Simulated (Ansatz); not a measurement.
A made-up structure of CHOSi, doublet:

```xyz
4
angstrom
O -0.7184 0.4453 -0.5259
C 0.0828 -0.3461 0.1015
Si 1.0629 -1.4681 0.8904
H 1.8712 -2.6072 1.1464
```

It is relaxed with PBE-D4/def2-SVP and then PBE0-D4/def2-TZVP (Ansatz 0.2.0). Atoms count as bonded within 1.22 times the sum of their covalent radii (H–H: 0.88 Å). The end point is not checked to be a true minimum.

(1) Does its bonding change? (A judgement: the text doesn't fix the answer.)

Results:

(1) Computed: No: no bond forms or breaks.

Where it ends: The first stage lowers the energy by 2.32 eV in 10 steps. It ends as CHOSi ([O][C][SiH]):
```xyz
4
angstrom
O -0.4710 0.0392 -0.6189
C 0.1686 -0.4981 0.1619
Si 1.1498 -1.2116 1.5424
H 1.4510 -2.3055 0.5269
```

Labels in which every atom is bracketed show which atoms are joined, not bond orders.

For scale, one of the runs: PBE0-D4/def2-TZVP relaxation, 105 basis functions, launched by `ansatz run in.yaml --threads 2 --pin off --events-out ev --progress --plain --max-ram 4352MiB`. Hardware: 2 CPU threads of an Arm Neoverse V2, shared host. Wall time about 9.5 s.
